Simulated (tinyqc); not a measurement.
Inside a calculation (part 1 of 2). Method: UHF in the sto-3g basis, for CH2, spin multiplicity 3. Computed by tinyqc, a small Python program that keeps every step (integrals from PySCF). Settings: charge = 0, multiplicity = 3, basis = sto-3g, energy threshold = 1e-09, iteration cap = 89, orthogonalisation = symmetric, start = highest core orbitals, DIIS depth = 0, method = UHF. Command: `OMP_NUM_THREADS=1 python tinyqc.py 27380 27381 out.jsonl` (the two numbers bound the seeds that draw the settings). One thread of a shared host (Intel(R) Xeon(R) Processor @ 2.60GHz), about 0.1 s of CPU time with the checks. Later iterations appear only in the table of the cycle.

## One-electron integrals

Geometry (angstrom):
```
atom        x         y        z
C     0.00000   0.00000  0.00000
H     0.00000   1.22600  0.80200
H     0.00000  -1.22600  0.80200
```

Basis sto-3g: exponents (1/bohr^2) and contraction coefficients of normalised primitives:
```
element  l (shell)  exponent  coefficient
C            s (1)  71.61684      0.15433
C            s (1)  13.04510      0.53533
C            s (1)   3.53051      0.44463
C            s (2)   2.94125     -0.09997
C            s (2)   0.68348      0.39951
C            s (2)   0.22229      0.70012
C            p (3)   2.94125      0.15592
C            p (3)   0.68348      0.60768
C            p (3)   0.22229      0.39196
H            s (1)   3.42525      0.15433
H            s (1)   0.62391      0.53533
H            s (1)   0.16886      0.44463
```

Overlap, kinetic and nuclear-attraction integrals over the contracted functions; the nuclear repulsion is the sum of Za Zb / Rab.

nuclear repulsion = 4.5503163 hartree

overlap S:
```
          1C 1s    1C 2s   1C 2px    1C 2py   1C 2pz    2H 1s     3H 1s
1C 1s   1.00000  0.24836  0.00000   0.00000  0.00000  0.02647   0.02647
1C 2s   0.24836  1.00000  0.00000   0.00000  0.00000  0.30059   0.30059
1C 2px  0.00000  0.00000  1.00000   0.00000  0.00000  0.00000   0.00000
1C 2py  0.00000  0.00000  0.00000   1.00000  0.00000  0.27248  -0.27248
1C 2pz  0.00000  0.00000  0.00000   0.00000  1.00000  0.17825   0.17825
2H 1s   0.02647  0.30059  0.00000   0.27248  0.17825  1.00000   0.05415
3H 1s   0.02647  0.30059  0.00000  -0.27248  0.17825  0.05415   1.00000
```

kinetic energy T (hartree):
```
           1C 1s     1C 2s   1C 2px    1C 2py   1C 2pz     2H 1s     3H 1s
1C 1s   15.89112  -0.08589  0.00000   0.00000  0.00000  -0.00800  -0.00800
1C 2s   -0.08589   0.47225  0.00000   0.00000  0.00000   0.02223   0.02223
1C 2px   0.00000   0.00000  1.47773   0.00000  0.00000   0.00000   0.00000
1C 2py   0.00000   0.00000  0.00000   1.47773  0.00000   0.07596  -0.07596
1C 2pz   0.00000   0.00000  0.00000   0.00000  1.47773   0.04969   0.04969
2H 1s   -0.00800   0.02223  0.00000   0.07596  0.04969   0.76003  -0.01093
3H 1s   -0.00800   0.02223  0.00000  -0.07596  0.04969  -0.01093   0.76003
```

nuclear attraction V (hartree):
```
            1C 1s     1C 2s    1C 2px    1C 2py    1C 2pz     2H 1s     3H 1s
1C 1s   -34.37516  -4.37165   0.00000   0.00000  -0.01026  -0.47235  -0.47235
1C 2s    -4.37165  -5.90892   0.00000   0.00000  -0.11640  -1.36850  -1.36850
1C 2px    0.00000   0.00000  -5.82299   0.00000   0.00000   0.00000   0.00000
1C 2py    0.00000   0.00000   0.00000  -5.91503   0.00000  -1.12646   1.12646
1C 2pz   -0.01026  -0.11640   0.00000   0.00000  -5.86238  -0.75432  -0.75432
2H 1s    -0.47235  -1.36850   0.00000  -1.12646  -0.75432  -3.59948  -0.21558
3H 1s    -0.47235  -1.36850   0.00000   1.12646  -0.75432  -0.21558  -3.59948
```

core Hamiltonian H = T + V (hartree):
```
            1C 1s     1C 2s    1C 2px    1C 2py    1C 2pz     2H 1s     3H 1s
1C 1s   -18.48404  -4.45754   0.00000   0.00000  -0.01026  -0.48035  -0.48035
1C 2s    -4.45754  -5.43667   0.00000   0.00000  -0.11640  -1.34627  -1.34627
1C 2px    0.00000   0.00000  -4.34527   0.00000   0.00000   0.00000   0.00000
1C 2py    0.00000   0.00000   0.00000  -4.43730   0.00000  -1.05050   1.05050
1C 2pz   -0.01026  -0.11640   0.00000   0.00000  -4.38465  -0.70464  -0.70464
2H 1s    -0.48035  -1.34627   0.00000  -1.05050  -0.70464  -2.83945  -0.22651
3H 1s    -0.48035  -1.34627   0.00000   1.05050  -0.70464  -0.22651  -2.83945
```

## Two-electron integrals

Functions are numbered as in S; the eight-fold symmetry (ij|kl) = (ji|kl) = (kl|ij) leaves the list below.

Two-electron integrals (ij|kl) in chemists' order, unique and non-zero (hartree):
```
(11|11) 3.54195    (21|11) 0.57692    (21|21) 0.11189    (22|11) 0.85468
(22|21) 0.20528    (22|22) 0.62471    (31|31) 0.02030    (32|31) 0.03086
(32|32) 0.13800    (33|11) 0.85244    (33|21) 0.20534    (33|22) 0.62457
(33|33) 0.67283    (41|41) 0.02030    (42|41) 0.03086    (42|42) 0.13800
(43|43) 0.03627    (44|11) 0.85244    (44|21) 0.20534    (44|22) 0.62457
(44|33) 0.60030    (44|44) 0.67283    (51|51) 0.02030    (52|51) 0.03086
(52|52) 0.13800    (53|53) 0.03627    (54|54) 0.03627    (55|11) 0.85244
(55|21) 0.20534    (55|22) 0.62457    (55|33) 0.60030    (55|44) 0.60030
(55|55) 0.67283    (61|11) 0.06170    (61|21) 0.01190    (61|22) 0.02183
(61|33) 0.02177    (61|41) 0.00057    (61|42) 0.00108    (61|44) 0.02191
(61|51) 0.00037    (61|52) 0.00071    (61|54) 0.00009    (61|55) 0.02183
(61|61) 0.00129    (62|11) 0.17892    (62|21) 0.04370    (62|22) 0.15062
(62|33) 0.14679    (62|41) 0.00342    (62|42) 0.02580    (62|44) 0.15474
(62|51) 0.00224    (62|52) 0.01688    (62|54) 0.00520    (62|55) 0.15019
(62|61) 0.00485    (62|62) 0.05222    (63|31) 0.00401    (63|32) 0.02240
(63|43) 0.00476    (63|53) 0.00311    (63|63) 0.00565    (64|11) 0.13919
(64|21) 0.03439    (64|22) 0.12566    (64|33) 0.11959    (64|41) 0.00627
(64|42) 0.04175    (64|44) 0.13510    (64|51) 0.00148    (64|52) 0.01266
(64|54) 0.00704    (64|55) 0.12215    (64|61) 0.00395    (64|62) 0.05155
(64|64) 0.05561    (65|11) 0.09105    (65|21) 0.02250    (65|22) 0.08220
(65|33) 0.07823    (65|41) 0.00148    (65|42) 0.01266    (65|44) 0.08215
(65|51) 0.00498    (65|52) 0.03068    (65|54) 0.00733    (65|55) 0.08614
(65|61) 0.00258    (65|62) 0.03372    (65|64) 0.03268    (65|65) 0.02703
(66|11) 0.35938    (66|21) 0.08917    (66|22) 0.35136    (66|33) 0.33467
(66|41) 0.00752    (66|42) 0.07893    (66|44) 0.36938    (66|51) 0.00492
(66|52) 0.05163    (66|54) 0.02271    (66|55) 0.34952    (66|61) 0.00995
(66|62) 0.16624    (66|64) 0.18005    (66|65) 0.11778    (66|66) 0.77461
(71|11) 0.06170    (71|21) 0.01190    (71|22) 0.02183    (71|33) 0.02177
(71|41) -0.00057   (71|42) -0.00108   (71|44) 0.02191    (71|51) 0.00037
(71|52) 0.00071    (71|54) -0.00009   (71|55) 0.02183    (71|61) 0.00126
(71|62) 0.00458    (71|64) 0.00347    (71|65) 0.00245    (71|66) 0.00933
(71|71) 0.00129    (72|11) 0.17892    (72|21) 0.04370    (72|22) 0.15062
(72|33) 0.14679    (72|41) -0.00342   (72|42) -0.02580   (72|44) 0.15474
(72|51) 0.00224    (72|52) 0.01688    (72|54) -0.00520   (72|55) 0.15019
(72|61) 0.00458    (72|62) 0.03490    (72|64) 0.02553    (72|65) 0.02198
(72|66) 0.08374    (72|71) 0.00485    (72|72) 0.05222    (73|31) 0.00401
(73|32) 0.02240    (73|43) -0.00476   (73|53) 0.00311    (73|63) 0.00347
(73|73) 0.00565    (74|11) -0.13919   (74|21) -0.03439   (74|22) -0.12566
(74|33) -0.11959   (74|41) 0.00627    (74|42) 0.04175    (74|44) -0.13510
(74|51) -0.00148   (74|52) -0.01266   (74|54) 0.00704    (74|55) -0.12215
(74|61) -0.00347   (74|62) -0.02553   (74|64) -0.01600   (74|65) -0.01585
(74|66) -0.05974   (74|71) -0.00395   (74|72) -0.05155   (74|74) 0.05561
(75|11) 0.09105    (75|21) 0.02250    (75|22) 0.08220    (75|33) 0.07823
(75|41) -0.00148   (75|42) -0.01266   (75|44) 0.08215    (75|51) 0.00498
(75|52) 0.03068    (75|54) -0.00733   (75|55) 0.08614    (75|61) 0.00245
(75|62) 0.02198    (75|64) 0.01585    (75|65) 0.01702    (75|66) 0.05534
(75|71) 0.00258    (75|72) 0.03372    (75|74) -0.03268   (75|75) 0.02703
(76|11) 0.02730    (76|21) 0.00671    (76|22) 0.02428    (76|33) 0.02358
(76|44) 0.02420    (76|51) 0.00056    (76|52) 0.00467    (76|55) 0.02502
(76|61) 0.00073    (76|62) 0.00753    (76|64) 0.00651    (76|65) 0.00535
(76|66) 0.02254    (76|71) 0.00073    (76|72) 0.00753    (76|74) -0.00651
(76|75) 0.00535    (76|76) 0.00142    (77|11) 0.35938    (77|21) 0.08917
(77|22) 0.35136    (77|33) 0.33467    (77|41) -0.00752   (77|42) -0.07893
(77|44) 0.36938    (77|51) 0.00492    (77|52) 0.05163    (77|54) -0.02271
(77|55) 0.34952    (77|61) 0.00933    (77|62) 0.08374    (77|64) 0.05974
(77|65) 0.05534    (77|66) 0.21569    (77|71) 0.00995    (77|72) 0.16624
(77|74) -0.18005   (77|75) 0.11778    (77|76) 0.02254    (77|77) 0.77461
```

## Orthogonalisation

S = U s U^T; symmetric (Loewdin) form X = U s^(-1/2) U^T, so that X^T S X = 1.

eigenvalues of S: 0.49443  0.58662  0.87439  1.00000  1.10666  1.35922  1.57867

X:
```
           1C 1s     1C 2s   1C 2px    1C 2py    1C 2pz     2H 1s     3H 1s
1C 1s    1.02570  -0.13966  0.00000   0.00000  -0.00599   0.01844   0.01844
1C 2s   -0.13966   1.10760  0.00000   0.00000   0.04804  -0.17478  -0.17478
1C 2px   0.00000   0.00000  1.00000   0.00000   0.00000   0.00000   0.00000
1C 2py   0.00000   0.00000  0.00000   1.06599   0.00000  -0.15796   0.15796
1C 2pz  -0.00599   0.04804  0.00000   0.00000   1.02768  -0.10117  -0.10117
2H 1s    0.01844  -0.17478  0.00000  -0.15796  -0.10117   1.08722  -0.01016
3H 1s    0.01844  -0.17478  0.00000   0.15796  -0.10117  -0.01016   1.08722
```

## Starting guess

The start is the highest orbitals of the core Hamiltonian (a deliberately bad start); D(s) = C_occ C_occ^T for each spin.

D(alpha) at the start:
```
           1C 1s     1C 2s   1C 2px    1C 2py    1C 2pz     2H 1s     3H 1s
1C 1s    0.01068  -0.05223  0.00000   0.00000   0.07686   0.03401   0.03401
1C 2s   -0.05223   0.27800  0.00000   0.00000  -0.28714  -0.27248  -0.27248
1C 2px   0.00000   0.00000  1.00000   0.00000   0.00000   0.00000   0.00000
1C 2py   0.00000   0.00000  0.00000   1.18623   0.00000  -0.34174   0.34174
1C 2pz   0.07686  -0.28714  0.00000   0.00000   0.90309  -0.17323  -0.17323
2H 1s    0.03401  -0.27248  0.00000  -0.34174  -0.17323   1.23501  -0.01914
3H 1s    0.03401  -0.27248  0.00000   0.34174  -0.17323  -0.01914   1.23501
```

D(beta) at the start:
```
           1C 1s     1C 2s   1C 2px    1C 2py    1C 2pz     2H 1s     3H 1s
1C 1s    0.01068  -0.05223  0.00000   0.00000   0.07686   0.03401   0.03401
1C 2s   -0.05223   0.27800  0.00000   0.00000  -0.28714  -0.27248  -0.27248
1C 2px   0.00000   0.00000  0.00000   0.00000   0.00000   0.00000   0.00000
1C 2py   0.00000   0.00000  0.00000   0.08386   0.00000  -0.22713   0.22713
1C 2pz   0.07686  -0.28714  0.00000   0.00000   0.90309  -0.17323  -0.17323
2H 1s    0.03401  -0.27248  0.00000  -0.22713  -0.17323   1.22309  -0.00723
3H 1s    0.03401  -0.27248  0.00000   0.22713  -0.17323  -0.00723   1.22309
```

## Iteration 1: building the Fock matrix

J_ij = sum D_kl (ij|kl) with D = D(alpha) + D(beta), K_ij = sum D_kl (ik|jl) for each spin; F = H + J - K(s); E = tr D H + tr D J / 2 - 0.5 sum_s tr D(s) K(s) + E_nn.

Coulomb J (hartree):
```
           1C 1s     1C 2s   1C 2px    1C 2py    1C 2pz    2H 1s     3H 1s
1C 1s    4.85429   1.17666  0.00000   0.00000  -0.02010  0.12479   0.12479
1C 2s    1.17666   3.87242  0.00000   0.00000  -0.00333  1.06845   1.06845
1C 2px   0.00000   0.00000  3.79155   0.00000   0.00000  0.00000   0.00000
1C 2py   0.00000   0.00000  0.00000   3.92372   0.00000  0.95436  -0.95436
1C 2pz  -0.02010  -0.00333  0.00000   0.00000   3.89878  0.62688   0.62688
2H 1s    0.12479   1.06845  0.00000   0.95436   0.62688  3.33218   0.17931
3H 1s    0.12479   1.06845  0.00000  -0.95436   0.62688  0.17931   3.33218
```

exchange K(alpha) (hartree):
```
           1C 1s     1C 2s   1C 2px    1C 2py    1C 2pz    2H 1s     3H 1s
1C 1s    0.06889   0.09304  0.00000   0.00000  -0.01124  0.01170   0.01170
1C 2s    0.09304   0.50221  0.00000   0.00000  -0.24555  0.14661   0.14661
1C 2px   0.00000   0.00000  0.76527   0.00000   0.00000  0.00000   0.00000
1C 2py   0.00000   0.00000  0.00000   0.80628   0.00000  0.21131  -0.21131
1C 2pz  -0.01124  -0.24555  0.00000   0.00000   0.68593  0.07864   0.07864
2H 1s    0.01170   0.14661  0.00000   0.21131   0.07864  0.79339   0.01467
3H 1s    0.01170   0.14661  0.00000  -0.21131   0.07864  0.01467   0.79339
```

exchange K(beta) (hartree):
```
           1C 1s     1C 2s   1C 2px    1C 2py    1C 2pz    2H 1s     3H 1s
1C 1s    0.02648   0.02919  0.00000   0.00000  -0.01088  0.00169   0.00169
1C 2s    0.02919   0.22350  0.00000   0.00000  -0.24173  0.08924   0.08924
1C 2px   0.00000   0.00000  0.05459   0.00000   0.00000  0.00000   0.00000
1C 2py   0.00000   0.00000  0.00000   0.08853   0.00000  0.10268  -0.10268
1C 2pz  -0.01088  -0.24173  0.00000   0.00000   0.61280  0.07156   0.07156
2H 1s    0.00169   0.08924  0.00000   0.10268   0.07156  0.75750   0.01869
3H 1s    0.00169   0.08924  0.00000  -0.10268   0.07156  0.01869   0.75750
```

F(alpha) (hartree):
```
            1C 1s     1C 2s    1C 2px    1C 2py    1C 2pz     2H 1s     3H 1s
1C 1s   -13.69863  -3.37393   0.00000   0.00000  -0.01912  -0.36726  -0.36726
1C 2s    -3.37393  -2.06646   0.00000   0.00000   0.12581  -0.42443  -0.42443
1C 2px    0.00000   0.00000  -1.31898   0.00000   0.00000   0.00000   0.00000
1C 2py    0.00000   0.00000   0.00000  -1.31986   0.00000  -0.30745   0.30745
1C 2pz   -0.01912   0.12581   0.00000   0.00000  -1.17180  -0.15640  -0.15640
2H 1s    -0.36726  -0.42443   0.00000  -0.30745  -0.15640  -0.30066  -0.06186
3H 1s    -0.36726  -0.42443   0.00000   0.30745  -0.15640  -0.06186  -0.30066
```

F(beta) (hartree):
```
            1C 1s     1C 2s    1C 2px    1C 2py    1C 2pz     2H 1s     3H 1s
1C 1s   -13.65622  -3.31008   0.00000   0.00000  -0.01948  -0.35724  -0.35724
1C 2s    -3.31008  -1.78775   0.00000   0.00000   0.12200  -0.36706  -0.36706
1C 2px    0.00000   0.00000  -0.60830   0.00000   0.00000   0.00000   0.00000
1C 2py    0.00000   0.00000   0.00000  -0.60211   0.00000  -0.19882   0.19882
1C 2pz   -0.01948   0.12200   0.00000   0.00000  -1.09867  -0.14931  -0.14931
2H 1s    -0.35724  -0.36706   0.00000  -0.19882  -0.14931  -0.26477  -0.06589
3H 1s    -0.35724  -0.36706   0.00000   0.19882  -0.14931  -0.06589  -0.26477
```

total energy of this density = -12.2707533 hartree

## Iteration 1: diagonalisation and new density

Diagonalise F' = X^T F X, C = X C', fill 5 alpha and 3 beta electrons from the bottom; D(s) = C_occ C_occ^T. Each column has its largest component positive (the first on a tie).

F' = X^T F X (alpha) (hartree):
```
           1         2         3         4         5         6         7
1  -13.50880  -1.52192   0.00000   0.00000  -0.04326  -0.03785  -0.03785
2   -1.52192  -1.47164   0.00000   0.00000   0.14799  -0.14573  -0.14573
3    0.00000   0.00000  -1.31898   0.00000   0.00000   0.00000   0.00000
4    0.00000   0.00000   0.00000  -1.30463   0.00000  -0.11135   0.11135
5   -0.04326   0.14799   0.00000   0.00000  -1.16325  -0.05945  -0.05945
6   -0.03785  -0.14573   0.00000  -0.11135  -0.05945  -0.15462  -0.01436
7   -0.03785  -0.14573   0.00000   0.11135  -0.05945  -0.01436  -0.15462
```

orbital energies (alpha) (hartree): MO1 -13.69875, MO2 -1.39802, MO3 -1.32555, MO4 -1.31898, MO5 -1.09300, MO6 -0.12290, MO7 -0.11934

coefficients C (alpha):
```
             MO1       MO2       MO3      MO4       MO5       MO6       MO7
1C 1s    1.00070  -0.21963   0.00000  0.00000  -0.13395   0.06862   0.00000
1C 2s   -0.00304   0.90011   0.00000  0.00000   0.54616  -0.44855   0.00000
1C 2px   0.00000   0.00000   0.00000  1.00000   0.00000   0.00000   0.00000
1C 2py   0.00000   0.00000   1.02728  0.00000   0.00000   0.00000  -0.36184
1C 2pz   0.00122  -0.50285   0.00000  0.00000   0.87182  -0.25691   0.00000
2H 1s    0.00093  -0.01988  -0.05439  0.00000  -0.03349   0.78717   0.79001
3H 1s    0.00093  -0.01988   0.05439  0.00000  -0.03349   0.78717  -0.79001
```

F' = X^T F X (beta) (hartree):
```
           1         2         3         4         5         6         7
1  -13.47685  -1.49599   0.00000   0.00000  -0.04267  -0.03920  -0.03920
2   -1.49599  -1.19062   0.00000   0.00000   0.14632  -0.13183  -0.13183
3    0.00000   0.00000  -0.60830   0.00000   0.00000   0.00000   0.00000
4    0.00000   0.00000   0.00000  -0.56020   0.00000  -0.10664   0.10664
5   -0.04267   0.14632   0.00000   0.00000  -1.08917  -0.05917  -0.05917
6   -0.03920  -0.13183   0.00000  -0.10664  -0.05917  -0.14587  -0.01417
7   -0.03920  -0.13183   0.00000   0.10664  -0.05917  -0.01417  -0.14587
```

orbital energies (beta) (hartree): MO1 -13.65688, MO2 -1.20744, MO3 -0.94163, MO4 -0.60830, MO5 -0.60795, MO6 -0.11074, MO7 -0.08395

coefficients C (beta):
```
             MO1       MO2       MO3      MO4       MO5       MO6       MO7
1C 1s    1.00186   0.15818  -0.19438  0.00000   0.00000   0.07590   0.00000
1C 2s   -0.00795  -0.65869   0.80232  0.00000   0.00000  -0.48170   0.00000
1C 2px   0.00000   0.00000   0.00000  1.00000   0.00000   0.00000   0.00000
1C 2py   0.00000   0.00000   0.00000  0.00000   0.94882   0.00000  -0.53477
1C 2pz   0.00103   0.76965   0.64414  0.00000   0.00000  -0.26769   0.00000
2H 1s    0.00164  -0.00211  -0.01378  0.00000   0.08365   0.78801   0.78745
3H 1s    0.00164  -0.00211  -0.01378  0.00000  -0.08365   0.78801  -0.78745
```

D(alpha) after iteration 1:
```
           1C 1s     1C 2s   1C 2px    1C 2py    1C 2pz     2H 1s     3H 1s
1C 1s    1.06758  -0.27389  0.00000   0.00000  -0.00511   0.00978   0.00978
1C 2s   -0.27389   1.10850  0.00000   0.00000   0.02353  -0.03619  -0.03619
1C 2px   0.00000   0.00000  1.00000   0.00000   0.00000   0.00000   0.00000
1C 2py   0.00000   0.00000  0.00000   1.05531   0.00000  -0.05588   0.05588
1C 2pz  -0.00511   0.02353  0.00000   0.00000   1.01294  -0.01920  -0.01920
2H 1s    0.00978  -0.03619  0.00000  -0.05588  -0.01920   0.00448  -0.00144
3H 1s    0.00978  -0.03619  0.00000   0.05588  -0.01920  -0.00144   0.00448
```

D(beta) after iteration 1:
```
           1C 1s     1C 2s   1C 2px   1C 2py    1C 2pz     2H 1s     3H 1s
1C 1s    1.06653  -0.26811  0.00000  0.00000  -0.00243   0.00399   0.00399
1C 2s   -0.26811   1.07765  0.00000  0.00000   0.00983  -0.00968  -0.00968
1C 2px   0.00000   0.00000  0.00000  0.00000   0.00000   0.00000   0.00000
1C 2py   0.00000   0.00000  0.00000  0.00000   0.00000   0.00000   0.00000
1C 2pz  -0.00243   0.00983  0.00000  0.00000   1.00729  -0.01050  -0.01050
2H 1s    0.00399  -0.00968  0.00000  0.00000  -0.01050   0.00020   0.00020
3H 1s    0.00399  -0.00968  0.00000  0.00000  -0.01050   0.00020   0.00020
```
